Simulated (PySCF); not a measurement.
# H2S2 (SMILES SS) at BCCD(T)/STO-3G

What is the energy change on altering one bond length of H2S2 at BCCD(T)/STO-3G? Input form: a Python script.

Program for the calculation: PySCF 2.14.0.

11 further runs of the same task are left out: 11 set aside as unsound or not needed.

**1. The molecule**

H2S2 has 4 atoms, charge 0, and is taken as a singlet. As SMILES, `SS`. Geometry: relaxed at PBE0-D4/def2-TZVP.

Bond lengths: S1–S2 2.046 Å, S1–H3 1.347 Å, S2–H4 1.347 Å. Angles: S1–S2–H4 98.6°, S2–S1–H3 98.6°.

**2. A single-point energy at BCCD(T)/STO-3G**

File input.py:

```python
from pyscf import gto, cc
from pyscf.cc.bccd import bccd_kernel_

system = gto.M(
    atom='''
S      1.482452    -1.491391     0.314998
S      0.113799     2.119441     0.127292
H     -0.425982    -2.556025     1.619269
H     -1.170288     1.927993    -2.061597
''',
    spin=0,
    unit='bohr',
    charge=0,
    verbose=3,
    max_memory=1860,
    basis='sto-3g',
)

mf = system.RHF()
mf.conv_tol = 1e-10
mf.kernel()
if not mf.converged:
    mf = mf.newton().run(mf.mo_coeff, mf.mo_occ)

mycc = cc.CCSD(mf, frozen=10).run()
mycc = bccd_kernel_(mycc, diis=True)
e_t = mycc.ccsd_t()
energy = mycc.e_tot + e_t
print(f'total energy: {energy:.8f} hartree')
```

Launch:

```sh
$ OMP_NUM_THREADS=1 python input.py
```

The program printed:

```text
converged SCF energy = -787.490467232116
E(CCSD) = -787.5594417279887  E_corr = -0.06897449587290637
BCCD loop starts.

******** <class 'pyscf.cc.ccsd.CCSD'> ********
CC2 = 0
CCSD nocc = 7, nmo = 10
frozen orbitals 10
max_cycle = 50
direct = 0
conv_tol = 1e-07
conv_tol_normt = 1e-05
diis_space = 6
diis_start_cycle = 0
diis_start_energy_diff = 1e+09
Init E_corr(CCSD) = -0.0689539197375245
cycle = 1  E_corr(CCSD) = -0.0698834006757283  dE = -0.000929480938  norm(t1,t2) = 0.0171032
cycle = 2  E_corr(CCSD) = -0.0697265666682666  dE = 0.000156834007  norm(t1,t2) = 0.00419799
cycle = 3  E_corr(CCSD) = -0.0696257349821326  dE = 0.000100831686  norm(t1,t2) = 0.00194251
cycle = 4  E_corr(CCSD) = -0.0695980767040462  dE = 2.76582781e-05  norm(t1,t2) = 0.000378243
cycle = 5  E_corr(CCSD) = -0.069588681724941  dE = 9.39497911e-06  norm(t1,t2) = 0.000113563
cycle = 6  E_corr(CCSD) = -0.0695866219732977  dE = 2.05975164e-06  norm(t1,t2) = 2.46703e-05
cycle = 7  E_corr(CCSD) = -0.06958657627347  dE = 4.56998277e-08  norm(t1,t2) = 8.59294e-06
CCSD converged
E(CCSD) = -787.5594119447082  E_corr = -0.06958657627346995
BCC iter:    0  E:    -787.559411944708  dE:    2.978e-05  |t1|:    7.420e-04

******** <class 'pyscf.cc.ccsd.CCSD'> ********
CC2 = 0
CCSD nocc = 7, nmo = 10
frozen orbitals 10
max_cycle = 50
direct = 0
conv_tol = 1e-07
conv_tol_normt = 1e-05
diis_space = 6
diis_start_cycle = 0
diis_start_energy_diff = 1e+09
Init E_corr(CCSD) = -0.0695783425723343
cycle = 1  E_corr(CCSD) = -0.0695655488803493  dE = 1.2793692e-05  norm(t1,t2) = 0.000648332
cycle = 2  E_corr(CCSD) = -0.0695692668405598  dE = -3.71796021e-06  norm(t1,t2) = 0.000130639
cycle = 3  E_corr(CCSD) = -0.0695705410436204  dE = -1.27420306e-06  norm(t1,t2) = 3.78177e-05
cycle = 4  E_corr(CCSD) = -0.0695707739225891  dE = -2.32878969e-07  norm(t1,t2) = 8.50872e-06
cycle = 5  E_corr(CCSD) = -0.0695708396598598  dE = -6.57372707e-08  norm(t1,t2) = 3.23127e-06
CCSD converged
E(CCSD) = -787.5594124872655  E_corr = -0.06957083965985984
BCC iter:    1  E:    -787.559412487265  dE:   -5.426e-07  |t1|:    8.179e-05

******** <class 'pyscf.cc.ccsd.CCSD'> ********
CC2 = 0
CCSD nocc = 7, nmo = 10
frozen orbitals 10
max_cycle = 50
direct = 0
conv_tol = 1e-07
conv_tol_normt = 1e-05
diis_space = 6
diis_start_cycle = 0
diis_start_energy_diff = 1e+09
Init E_corr(CCSD) = -0.0695711282713537
cycle = 1  E_corr(CCSD) = -0.069571810572884  dE = -6.8230153e-07  norm(t1,t2) = 6.59035e-05
cycle = 2  E_corr(CCSD) = -0.0695715744760446  dE = 2.36096839e-07  norm(t1,t2) = 1.32924e-05
cycle = 3  E_corr(CCSD) = -0.0695715224534713  dE = 5.20225733e-08  norm(t1,t2) = 3.65722e-06
CCSD converged
E(CCSD) = -787.5594125027884  E_corr = -0.06957152245347129
BCC iter:    2  E:    -787.559412502788  dE:   -1.552e-08  |t1|:    1.547e-06
CCSD(T) correction = -0.000305105643513372
total energy: -787.55971761 hartree
```

Wall time 1.1 s (1 thread of Arm Neoverse V1, shared host); peak memory 0.12 GiB.

**3. The distorted shape**

File job.py:

```python
from pyscf import gto, scf, cc
from pyscf.cc.bccd import bccd_kernel_

mol = gto.M(
    atom='''
S      2.436696    -0.959059    -0.337155
S      1.068043     2.651773    -0.524862
H     -0.425982    -2.556025     1.619269
H     -0.216045     2.460325    -2.713751
''',
    charge=0,
    basis='sto-3g',
    max_memory=1860,
    unit='bohr',
    verbose=3,
)

calc0 = scf.RHF(mol)
calc0.conv_tol = 1e-10
calc0.kernel()
if not calc0.converged:
    calc0 = calc0.newton().run(calc0.mo_coeff, calc0.mo_occ)

mycc = cc.CCSD(calc0, frozen=10).run()
mycc = bccd_kernel_(mycc, diis=True)
e_t = mycc.ccsd_t()
e_final = mycc.e_tot + e_t
print('E(%s) = %.9f' % ('BCCD(T)', e_final))
```

Launch:

```sh
$ OMP_NUM_THREADS=1 python job.py
```

The program printed:

```text
converged SCF energy = -787.353690032295
E(CCSD) = -787.4765770817665  E_corr = -0.1228870494718665
BCCD loop starts.

******** <class 'pyscf.cc.ccsd.CCSD'> ********
CC2 = 0
CCSD nocc = 7, nmo = 10
frozen orbitals 10
max_cycle = 50
direct = 0
conv_tol = 1e-07
conv_tol_normt = 1e-05
diis_space = 6
diis_start_cycle = 0
diis_start_energy_diff = 1e+09
Init E_corr(CCSD) = -0.122827919413553
cycle = 1  E_corr(CCSD) = -0.125307801086947  dE = -0.00247988167  norm(t1,t2) = 0.0332645
cycle = 2  E_corr(CCSD) = -0.124704658775444  dE = 0.000603142312  norm(t1,t2) = 0.00811414
cycle = 3  E_corr(CCSD) = -0.124665088305561  dE = 3.95704699e-05  norm(t1,t2) = 0.00442725
cycle = 4  E_corr(CCSD) = -0.124478108725828  dE = 0.00018697958  norm(t1,t2) = 0.00238111
cycle = 5  E_corr(CCSD) = -0.124455830923991  dE = 2.22778018e-05  norm(t1,t2) = 0.000612417
cycle = 6  E_corr(CCSD) = -0.124453801053347  dE = 2.02987064e-06  norm(t1,t2) = 0.000204331
cycle = 7  E_corr(CCSD) = -0.124456641165219  dE = -2.84011187e-06  norm(t1,t2) = 6.29625e-05
cycle = 8  E_corr(CCSD) = -0.124458129226473  dE = -1.48806125e-06  norm(t1,t2) = 1.82294e-05
cycle = 9  E_corr(CCSD) = -0.124458536838387  dE = -4.07611914e-07  norm(t1,t2) = 5.62643e-06
cycle = 10  E_corr(CCSD) = -0.124458646925347  dE = -1.1008696e-07  norm(t1,t2) = 2.5343e-06
cycle = 11  E_corr(CCSD) = -0.124458666692936  dE = -1.97675898e-08  norm(t1,t2) = 1.13072e-06
CCSD converged
E(CCSD) = -787.4764782156514  E_corr = -0.1244586666929364
BCC iter:    0  E:    -787.476478215651  dE:    9.887e-05  |t1|:    1.875e-03

******** <class 'pyscf.cc.ccsd.CCSD'> ********
CC2 = 0
CCSD nocc = 7, nmo = 10
frozen orbitals 10
max_cycle = 50
direct = 0
conv_tol = 1e-07
conv_tol_normt = 1e-05
diis_space = 6
diis_start_cycle = 0
diis_start_energy_diff = 1e+09
Init E_corr(CCSD) = -0.124434932008656
cycle = 1  E_corr(CCSD) = -0.124404223852115  dE = 3.07081565e-05  norm(t1,t2) = 0.00184165
cycle = 2  E_corr(CCSD) = -0.124423883774712  dE = -1.96599226e-05  norm(t1,t2) = 0.000334675
cycle = 3  E_corr(CCSD) = -0.124420402627635  dE = 3.48114708e-06  norm(t1,t2) = 0.000150122
cycle = 4  E_corr(CCSD) = -0.124420793198321  dE = -3.90570686e-07  norm(t1,t2) = 6.7796e-05
cycle = 5  E_corr(CCSD) = -0.124420048096383  dE = 7.45101938e-07  norm(t1,t2) = 2.56036e-05
cycle = 6  E_corr(CCSD) = -0.124420223427827  dE = -1.75331444e-07  norm(t1,t2) = 8.0648e-06
cycle = 7  E_corr(CCSD) = -0.12442049018019  dE = -2.66752363e-07  norm(t1,t2) = 2.57429e-06
cycle = 8  E_corr(CCSD) = -0.124420539735003  dE = -4.95548128e-08  norm(t1,t2) = 8.40693e-07
CCSD converged
E(CCSD) = -787.4764845285483  E_corr = -0.124420539735003
BCC iter:    1  E:    -787.476484528548  dE:   -6.313e-06  |t1|:    3.820e-04

******** <class 'pyscf.cc.ccsd.CCSD'> ********
CC2 = 0
CCSD nocc = 7, nmo = 10
frozen orbitals 10
max_cycle = 50
direct = 0
conv_tol = 1e-07
conv_tol_normt = 1e-05
diis_space = 6
diis_start_cycle = 0
diis_start_energy_diff = 1e+09
Init E_corr(CCSD) = -0.124422099569401
cycle = 1  E_corr(CCSD) = -0.124425259227653  dE = -3.15965825e-06  norm(t1,t2) = 0.00037691
cycle = 2  E_corr(CCSD) = -0.124420945390542  dE = 4.31383711e-06  norm(t1,t2) = 5.64103e-05
cycle = 3  E_corr(CCSD) = -0.124421924101515  dE = -9.78710973e-07  norm(t1,t2) = 3.01789e-05
cycle = 4  E_corr(CCSD) = -0.124422341010314  dE = -4.16908799e-07  norm(t1,t2) = 1.05453e-05
cycle = 5  E_corr(CCSD) = -0.124422602694968  dE = -2.61684654e-07  norm(t1,t2) = 4.29716e-06
cycle = 6  E_corr(CCSD) = -0.124422676545615  dE = -7.3850647e-08  norm(t1,t2) = 1.62569e-06
CCSD converged
E(CCSD) = -787.4764834495314  E_corr = -0.1244226765456152
BCC iter:    2  E:    -787.476483449531  dE:    1.079e-06  |t1|:    4.169e-05

******** <class 'pyscf.cc.ccsd.CCSD'> ********
CC2 = 0
CCSD nocc = 7, nmo = 10
frozen orbitals 10
max_cycle = 50
direct = 0
conv_tol = 1e-07
conv_tol_normt = 1e-05
diis_space = 6
diis_start_cycle = 0
diis_start_energy_diff = 1e+09
Init E_corr(CCSD) = -0.124422852310321
cycle = 1  E_corr(CCSD) = -0.124423099269321  dE = -2.46959e-07  norm(t1,t2) = 4.71922e-05
cycle = 2  E_corr(CCSD) = -0.124423300780944  dE = -2.01511623e-07  norm(t1,t2) = 4.3356e-06
cycle = 3  E_corr(CCSD) = -0.124423178485424  dE = 1.2229552e-07  norm(t1,t2) = 1.42721e-06
cycle = 4  E_corr(CCSD) = -0.12442311500307  dE = 6.34823538e-08  norm(t1,t2) = 5.00843e-07
CCSD converged
E(CCSD) = -787.4764834368491  E_corr = -0.1244231150030703
BCC iter:    3  E:    -787.476483436849  dE:    1.268e-08  |t1|:    5.919e-06
CCSD(T) correction = -0.00146655235983082
E(BCCD(T)) = -787.477949989
```

It took 1 s on 1 thread of Arm Neoverse V1, shared host; peak memory 0.1 GiB.

**4. What came out**

Level: BCCD(T)/STO-3G, 10 core orbitals frozen.

| quantity | value |
| --- | --- |
| first shape: total energy | -787.55972 Eh |
| first shape: correlation energy (10 core orbitals frozen) | -69.3 mEh |
| first shape: (T) correction | -0.31 mEh |
| distorted shape: total energy | -787.47795 Eh |
| distorted shape: correlation energy (10 core orbitals frozen) | -124.3 mEh |
| distorted shape: (T) correction | -1.47 mEh |
| energy change with the S1–H3 bond stretched from 1.347 to 2.020 Å | 2.225 eV |

In words: With the S1–H3 bond stretched from 1.347 to 2.020 Å the energy rises by 2.23 eV (215 kJ/mol). The first shape isn't relaxed at this level, so the change isn't measured from a minimum. A restricted reference can't describe the breaking bond well at this length. The minimal basis adds a large error of its own. The triples (first shape) make up 0.4 % of the correlation energy. The triples (distorted shape) make up 1.2 % of the correlation energy.
